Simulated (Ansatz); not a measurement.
# Li$_{3}$Al: computed properties

Level of theory: Ansatz 0.2.0, DFT r2SCAN, scalar-relativistic, plane waves, PAW.

Settings: cutoff 500 eV, Γ-centred mesh 16×16×16 on the computed 4-atom cell, Gaussian smearing of 0.10 eV; no spin polarisation.

The structure is relaxed at this level of theory with its symmetry kept. Whether it is the stable form of this composition wasn't checked.

It takes space group I4/mmm (No. 139, tetragonal). Conventional cell: a = 4.020 Å, b = 4.020 Å, c = 8.461 Å, α = 90.00°, β = 90.00°, γ = 90.00°. Li (site symmetry -4m2) is surrounded by 8 Li at 2.84 to 2.92 Å and 4 Al at 2.92 Å. Li (site symmetry 4/mmm) is surrounded by 4 Al at 2.84 Å and 8 Li at 2.92 Å. Al (site symmetry 4/mmm) has 12 Li at 2.84 to 2.92 Å as nearest neighbours.

| Quantity | Value |
| --- | --- |
| Volume per atom | 115.3 bohr³ |
| Formation energy from the elements' standard states (uncorrected) | -0.068 eV/atom |
| Generalised Kohn–Sham band gap | none (metal) |
| Density of states at the Fermi level | 1.35 states/eV per cell |
| Löwdin character within 0.5 eV of the Fermi level | Al 3p 75 %, Li 2s 10 %, unprojected 10 % |
| Bulk modulus | 26.4 GPa |
| Its pressure derivative | 3.7 |
| Bader charges (e) | Li (2 in the cell) 0.83, Li (1 in the cell) 0.84, Al (1 in the cell) -2.51 |